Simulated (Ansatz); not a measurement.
**Tin, alpha-Sn (diamond): convergence with the plane-wave cutoff**

Computed with Ansatz, PBE, scalar-relativistic PAW, on the relaxed cell (a = 6.658 Å; spin not included). Errors count from a run at 420 eV on a Γ-centred 14×14×14 mesh with Fermi-Dirac smearing of 0.1 eV, extrapolated to zero width. Fixed here: mesh 8×8×8, Fermi-Dirac width 0.1 eV. The pressure holds a Pulay correction and is unreliable far below the recommended cutoff. The SCF starts from atomic densities corrected by a trained network.

```csv
cutoff (eV),E(σ→0) error (meV/atom),P (GPa),SCF iterations
150,40279.9,-0.40,8
200,5129.1,-3.45,6
250,551.0,0.97,7
300,41.3,0.07,8
350,6.1,0.04,7
420,4.1,0.02,7
600,3.3,0.02,7
800,3.2,0.02,7
```

What does the run at 500 give (cutoff)?

E(σ→0) error (meV/atom): 3.4; P (GPa): 0.02; SCF iterations: 7.

Within 5 meV/atom of the last row: from 350 eV on.
